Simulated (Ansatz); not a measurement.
All numbers below come from DFT, LDA (PW92), plane waves (420 eV) with PAW, scalar-relativistic in Ansatz. (PAW data from PBE, frozen cores regenerated.)

An element in the hcp structure gives this curve. The cell is scaled uniformly from the relaxed one, with fractional coordinates and shape fixed. Energies are extrapolated to zero smearing, pressures are those at the given smearing. Magnetic state: spin not included.

```json
{"V (Å³/atom)": "19.877", "E − E₀ (meV/atom)": "71.4", "P (GPa)": "9.51"}
{"V (Å³/atom)": "20.780", "E − E₀ (meV/atom)": "29.2", "P (GPa)": "5.80"}
{"V (Å³/atom)": "21.684", "E − E₀ (meV/atom)": "6.4", "P (GPa)": "2.66"}
{"V (Å³/atom)": "22.587", "E − E₀ (meV/atom)": "0.0", "P (GPa)": "0.00"}
{"V (Å³/atom)": "23.491", "E − E₀ (meV/atom)": "7.4", "P (GPa)": "-2.23"}
{"V (Å³/atom)": "24.394", "E − E₀ (meV/atom)": "26.5", "P (GPa)": "-4.12"}
{"V (Å³/atom)": "25.298", "E − E₀ (meV/atom)": "55.3", "P (GPa)": "-5.70"}
```

Task: Which element is it?
A. antimony
B. cadmium
C. scandium
D. magnesium

Result: C. Its fit is V₀ = 22.53 Å³/atom, B₀ = 62 GPa, B₀′ = 3.2.
